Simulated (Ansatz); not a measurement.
Species: C$_{4}$H$_{10}$, SMILES `CCCC` (C–C–C–C torsion 180°) (charge 0, multiplicity 1).

Give a relaxed geometry from B3LYP-D3(BJ)/def2-TZVP (Ansatz, a program for electronic structure).

Several could match; the one computed here: the end point of this relaxation, one of several conformers (outside a Z-matrix the atoms follow the SMILES, hydrogens last).
Cartesian coordinates (Å) in one orientation:
```xyz
14

C     -1.956     0.037    -0.057
C     -0.546    -0.363     0.369
C      0.546     0.363    -0.414
C      1.956    -0.037     0.012
H     -2.715    -0.496     0.518
H     -2.124    -0.182    -1.114
H     -2.120     1.108     0.087
H     -0.418    -1.443     0.245
H     -0.414    -0.163     1.437
H      0.418     1.443    -0.290
H      0.414     0.163    -1.482
H      2.124     0.182     1.069
H      2.120    -1.108    -0.132
H      2.715     0.496    -0.563
```
